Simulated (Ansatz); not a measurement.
```yaml
crystal:
  periodic: [false, false, false]
  atoms:
    - {symbol: P, position_ang: [0.000000, 0.000000, 0.000000]}
    - {symbol: As, position_ang: [0.000000, 0.000000, 2.101800]}
basis:
  gaussian: {orbitals: def2-TZVP}
total_charge: 1
magnetization: {spin_polarized: true, initial_magnetization: 1}
hamiltonian: {xc: pbe0}
relax: {f_tol: 0.004, max_steps: 80}
```

```sh
$ ansatz run in.yaml --threads 1 --pin off --events-out ev --progress --plain --max-ram 2176MiB
```

Steps of the relaxation (energy above the last step; positions in Å, forces in eV/Å):

```
2
step 1, 6.7 meV
P     0.000    0.000    0.000    0.000    0.000    0.572
As    0.000    0.000    2.102    0.000    0.000   -0.572
```

```
2
step 2, 0.4 meV
P     0.000    0.000    0.015    0.000    0.000   -0.154
As    0.000    0.000    2.087    0.000    0.000    0.154
```

```
2
step 3, 0.0 meV
P     0.000    0.000    0.011    0.000    0.000    0.010
As    0.000    0.000    2.090    0.000    0.000   -0.010
```

```
2
step 5, 0.0 meV
P     0.000    0.000    0.012    0.000    0.000    0.000
As    0.000    0.000    2.090    0.000    0.000    0.000
```

Close pairs at the end: P1–As2 2.079 Å.

A stationary point of unrestricted PBE0 after 5 steps, with ⟨S²⟩ = 0.754 against 0.75 for a pure state. 18 s on 1 thread of Intel Xeon Platinum 8488C, shared host.
